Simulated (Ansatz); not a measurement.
C2HClF2, SMILES FC(F)=CCl, a geometry optimisation

With Ansatz's Python interface.

Typed at the interpreter:
```pycon
>>> import ansatz as az
>>> import numpy as np
>>> BASIS = 'cc-pVDZ'
>>> XC = 'r2SCAN'
>>> geometry_ang = [
...     ('F', (0.9615, -0.8036, 1.4285)),
...     ('C', (0.2792, -0.6026, 0.233)),
...     ('F', (0.1397, -1.6452, -0.624)),
...     ('C', (-0.147, 0.6019, -0.0858)),
...     ('Cl', (-1.0393, 0.9179, -1.5642)),
...     ('H', (-0.1521, 1.4676, 0.5664)),
... ]
>>> c2hclf2 = az.Crystal.molecule()
>>> for symbol, xyz in geometry_ang:
...     c2hclf2 = c2hclf2.atom(symbol, xyz)
...
>>> calc = c2hclf2.calculation().basis(gaussian=BASIS).functional(XC)
>>> symbols = [site.symbol for site in c2hclf2.cartesian_sites]
>>> start = np.array([site.position_ang for site in c2hclf2.cartesian_sites], dtype=float)
>>> def progress(event):
...     if event['event'] == 'relax_step':
...         row = event['data']
...         print(f'step {row["step"]:3d}  E = {row["lagrangian_ev"]:.6f} eV  max force {row["allowed_force_max_ev_ang"]:.4f} eV/A')
...
>>> report = calc.relax(force_tolerance=0.01, max_steps=100).session().plan().execute(on_event=progress).report
step   1  E = -20041.509845 eV  max force 2.4266 eV/A
step   2  E = -20041.737152 eV  max force 1.3191 eV/A
step   3  E = -20041.785262 eV  max force 0.6358 eV/A
step   4  E = -20041.789469 eV  max force 0.6283 eV/A
step   5  E = -20041.802836 eV  max force 0.0927 eV/A
step   6  E = -20041.803988 eV  max force 0.0679 eV/A
step   7  E = -20041.804274 eV  max force 0.0105 eV/A
step   8  E = -20041.804276 eV  max force 0.0048 eV/A
>>> end = np.array(report['positions_ang'])
>>> for key in ('converged', 'free_energy_ev', 'reference_energy_ev', 'n_frozen', 'n_occupied', 'n_virtual'):
...     print(f'{key:22s} {report[key]}')
...
converged              True
free_energy_ev         -20041.804281419263
reference_energy_ev    -20041.804281419263
n_frozen               0
n_occupied             [24, 24]
n_virtual              [55, 55]
>>> print('final positions (A) and the move of each atom')
final positions (A) and the move of each atom
>>> for symbol, xyz, old in zip(symbols, end, start):
...     print(f'{symbol:2s} {xyz[0]:10.5f} {xyz[1]:10.5f} {xyz[2]:10.5f}   {np.linalg.norm(xyz - old):7.4f}')
...
F     0.91738   -0.83204    1.34470    0.0989
C     0.27764   -0.57769    0.21526    0.0306
F     0.19865   -1.65392   -0.53862    0.1041
C    -0.21139    0.62431   -0.08917    0.0683
Cl   -1.04101    0.91410   -1.57601    0.0125
H    -0.09927    1.46125    0.59774    0.0618
>>> charges = report['charge_distribution']
>>> dipole = np.array(charges['dipole_moment_e_ang']) * 4.803205
>>> print('dipole (D): {:.3f} {:.3f} {:.3f}, length {:.3f}'.format(*dipole, np.linalg.norm(dipole)))
dipole (D): 0.277 0.482 0.817, length 0.988
>>> print('atom  Mulliken   Lowdin')
atom  Mulliken   Lowdin
>>> for symbol, m, l in zip(symbols, charges['mulliken_charges_e'], charges['lowdin_charges_e']):
...     print(f'{symbol:4s} {m:9.3f} {l:8.3f}')
...
F       -0.129    0.257
C        0.390   -0.475
F       -0.116    0.270
C       -0.195   -0.335
Cl      -0.041    0.267
H        0.090    0.016
>>> with open('c2hclf2_opt.xyz', 'w') as handle:
...     handle.write(f'{len(symbols)}\nrelaxed C2HClF2\n')
...     handle.writelines(f'{s:2s} {x:11.6f} {y:11.6f} {z:11.6f}\n' for s, (x, y, z) in zip(symbols, end))
...
18
```

It writes `c2hclf2_opt.xyz`:
```text
6
relaxed C2HClF2
F     0.917381   -0.832044    1.344704
C     0.277639   -0.577692    0.215261
F     0.198651   -1.653919   -0.538625
C    -0.211389    0.624313   -0.089165
Cl   -1.041011    0.914095   -1.576011
H    -0.099270    1.461248    0.597736
```

Notes:
- Total energies depend on the basis set; only differences at equal settings carry meaning.
- The end point is the stationary point reached from this start; no frequency run checks that it is a minimum, and the basis set is modest.
- The Löwdin charges here are taken after orthogonalising the functions within each atom; they differ from plain Löwdin charges, and their signs can be unphysical.
- Finished in 36 s on 1 thread of Intel(R) Xeon(R) Platinum 8375C CPU @ 2.90GHz (Ice Lake) (shared host), peak memory 0.21 GiB.

(Lines on the test bed's own set-up are left out of the output.)
